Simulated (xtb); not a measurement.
HLi, singlet, at the geometry of the source list (GFN-xTB shapes and energies of metal compounds can be far from the true ones); GFN1-xTB (xtb).

xtb was given this input:
```
$ xtb mol.xyz --gfn 1 --chrg 0 --uhf 0 --json

# file mol.xyz
2

Li     0.38270000     0.11610000    -0.55960000
H     -0.38270000    -0.11610000     0.55960000
```

The log (banner, timings and long lists left out):

```
   ID    Z sym.   atoms
    1    3 Li     1
    2    1 H      2

           -------------------------------------------------
          |                Calculation Setup                |
           -------------------------------------------------

           -------------------------------------------------
          |                 G F N 1 - x T B                 |
           -------------------------------------------------

          ...................................................
          :                      SETUP                      :
          :.................................................:
          :  # basis functions                   6          :
          :  # atomic orbitals                   6          :
          :  # shells                            4          :
          :  # electrons                         2          :
          :  # halogen bonds                     0          :
          :  max. iterations                   250          :
          :  Hamiltonian                  GFN1-xTB          :
          :  restarted?                      false          :
          :  GBSA solvation                  false          :
          :  PC potential                    false          :
          :  electronic temp.          300.0000000     K    :
          :  accuracy                    1.0000000          :
          :  -> integral cutoff          0.2500000E+02      :
          :  -> integral neglect         0.1000000E-07      :
          :  -> SCF convergence          0.1000000E-05 Eh   :
          :  -> wf. convergence          0.2000000E-04 e    :
          :  Broyden damping             0.4000000          :
          :  net charge                          0          :
          :  unpaired electrons                  0          :
          ...................................................

 iter      E             dE          RMSdq      gap      omega  full diag
   1     -0.8867672 -0.886767E+00  0.280E+00    4.18       0.0  T
   2     -0.8895379 -0.277067E-02  0.158E+00    4.58       1.0  T
   3     -0.8897620 -0.224113E-03  0.574E-01    4.77       1.0  T
   4     -0.8897692 -0.721653E-05  0.368E-02    4.75       1.9  T
   5     -0.8897697 -0.523248E-06  0.108E-03    4.74      65.5  T
   6     -0.8897697 -0.459510E-09  0.516E-07    4.74  100000.0  T
   7     -0.8897697  0.222045E-15  0.319E-07    4.74  100000.0  T

   *** convergence criteria satisfied after 7 iterations ***

         :::::::::::::::::::::::::::::::::::::::::::::::::::::
         ::                     SUMMARY                     ::
         :::::::::::::::::::::::::::::::::::::::::::::::::::::
         :: total energy              -0.882706329572 Eh    ::
         :: gradient norm              0.014892431448 Eh/a0 ::
         :: HOMO-LUMO gap              4.743415558857 eV    ::
         ::.................................................::
         :: SCC energy                -0.889769704715 Eh    ::
         :: -> electrostatic           0.008912150626 Eh    ::
         :: repulsion energy           0.007145187886 Eh    ::
         :: dispersion energy         -0.000081812743 Eh    ::
         :: halogen bond corr.         0.000000000000 Eh    ::
         :: add. restraining           0.000000000000 Eh    ::
         :: total charge               0.000000000000 e     ::
         :::::::::::::::::::::::::::::::::::::::::::::::::::::

           -------------------------------------------------
          |                Property Printout                |
           -------------------------------------------------

    * Orbital Energies and Occupations

         #    Occupation            Energy/Eh            Energy/eV
      -------------------------------------------------------------
         1        2.0000           -0.4100728             -11.1586 (HOMO)
         2                         -0.2357555              -6.4152 (LUMO)
         3                         -0.1728609              -4.7038
         4                         -0.1728609              -4.7038
         5                         -0.0174159              -0.4739
         6                          0.3611099               9.8263
      -------------------------------------------------------------
                  HL-Gap            0.1743173 Eh            4.7434 eV
             Fermi-level           -0.3229141 Eh           -8.7869 eV

  Mulliken/CM5 charges         n(s)   n(p)   n(d)
     1Li    0.27489  0.26464   0.423  0.302  0.000
     2H    -0.27489 -0.26464   1.275  0.000  0.000

Wiberg/Mayer (AO) data.
largest (>0.10) Wiberg bond orders for each atom

 ---------------------------------------------------------------------------
     #   Z sym  total        # sym  WBO       # sym  WBO       # sym  WBO
 ---------------------------------------------------------------------------
     1   3 Li   0.924 --     2 H    0.924
     2   1 H    0.924 --     1 Li   0.924
 ---------------------------------------------------------------------------

Topologies differ in total number of bonds
Writing topology from bond orders to xtbtopo.mol

 dipole moment from electron density (au)
     X       Y       Z
   1.2595   0.3821  -1.8418  total (Debye):    5.754

           -------------------------------------------------
          | TOTAL ENERGY               -0.882706329572 Eh   |
          | GRADIENT NORM               0.014892431448 Eh/α |
          | HOMO-LUMO GAP               4.743415558857 eV   |
           -------------------------------------------------

normal termination of xtb
```
